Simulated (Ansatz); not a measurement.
The input, for Ansatz 0.2.0:

```yaml
crystal:
  periodic: [false, false, false]
  atoms:
    - {symbol: B, position_ang: [0.000000, 0.000000, 1.368886]}
    - {symbol: Al, position_ang: [0.000000, 0.000000, -0.689391]}
    - {symbol: H, position_ang: [0.000000, 1.077612, 1.885924]}
    - {symbol: H, position_ang: [0.000000, -1.077612, 1.885924]}
basis:
  gaussian: {orbitals: cc-pVTZ}
magnetization: {spin_polarized: true, initial_magnetization: 4}
correlation: {method: ccsdt_q, electrons: outside_noble_gas}
```

```sh
$ ansatz run in.yaml --threads 2 --pin off --events-out ev --progress --plain --max-ram 16896MiB --backend cuda --devices 0, --max-vram 18GiB
```

The program prints:

```
1122 factors; integrals over basis functions are off by at most 2.2e-7 eV
mean field evaluation 1: about -7279.3355 eV, gradient 1.1e1 eV
mean field evaluation 2: about -7279.3416 eV, gradient 1.1e1 eV
mean field evaluation 4: about -7281.1135 eV, gradient 1.9e0 eV
mean field evaluation 8: about -7281.2408 eV, gradient 1.7e-1 eV
mean field evaluation 16: about -7280.8233 eV, gradient 4.1e0 eV
mean field evaluation 32: about -7280.0565 eV, gradient 9.4e-2 eV
mean field evaluation 64: about -7277.6788 eV, gradient 6.4e-3 eV
mean field evaluation 96: about -7278.3524 eV, gradient 7.5e-1 eV
mean field evaluation 128: about -7277.5050 eV, gradient 5.7e-4 eV
mean field -7281.24249135 eV, -267.5807261535 hartree, gradient 2.4e-6 eV, S^2 6.005480; 4 other end points of the search recorded, 0 dependent functions left out
determinant -7281.24249135 eV, -267.5807261535 hartree, with singles and doubles -7285.08043585 eV, -267.7217680128 hartree
determinant -7280.05294652 eV, -267.5370111876 hartree, with singles and doubles -7283.86244384 eV, -267.6770076318 hartree
determinant -7278.38801621 eV, -267.4758261270 hartree, with singles and doubles -7282.80440854 eV, -267.6381255518 hartree
6 core orbitals not correlated: weight in the atoms' cores, before any rotation towards them, 1.000 or more for the frozen orbitals, at most 0.000 for the correlated occupied ones
reference -7281.24249135 eV, -267.5807261535 hartree; 6, 2 occupied and 80, 84 virtual orbitals, 1122 factors
second order -3.09906793 eV of doubles, -0.00000000 eV of singles
cycle   1  -3.56092200 eV  change   -4.6e-1 eV  update   6.6e-2
cycle   2  -3.88372267 eV  change   -3.2e-1 eV  update   3.1e-2
cycle   3  -3.92188304 eV  change   -3.8e-2 eV  update   1.4e-2
cycle   4  -3.92260414 eV  change   -7.2e-4 eV  update   8.0e-3
cycle   5  -3.92681924 eV  change   -4.2e-3 eV  update   3.5e-3
cycle   6  -3.92852317 eV  change   -1.7e-3 eV  update   1.9e-3
cycle   7  -3.92799096 eV  change    5.3e-4 eV  update   7.3e-4
cycle   8  -3.92840178 eV  change   -4.1e-4 eV  update   3.8e-4
cycle   9  -3.92850275 eV  change   -1.0e-4 eV  update   1.5e-4
cycle  10  -3.92826238 eV  change    2.4e-4 eV  update   6.6e-5
cycle  11  -3.92828535 eV  change   -2.3e-5 eV  update   2.9e-5
cycle  12  -3.92829060 eV  change   -5.3e-6 eV  update   1.3e-5
cycle  13  -3.92830355 eV  change   -1.3e-5 eV  update   6.7e-6
cycle  14  -3.92830718 eV  change   -3.6e-6 eV  update   3.4e-6
cycle  15  -3.92830616 eV  change    1.0e-6 eV  update   2.0e-6
cycle  16  -3.92830538 eV  change    7.8e-7 eV  update   1.0e-6
cycle  17  -3.92830535 eV  change    2.9e-8 eV  update   5.0e-7
perturbative correction -0.00441951 eV, -0.0001624139 hartree
Total energy: -7285.17521621 eV, -267.7252511265 hartree
```

Ran on 2 threads of AMD EPYC 7R13 with a shared H100 80 GB, shared host: 5.5 s wall, 0.9 GiB peak host memory.
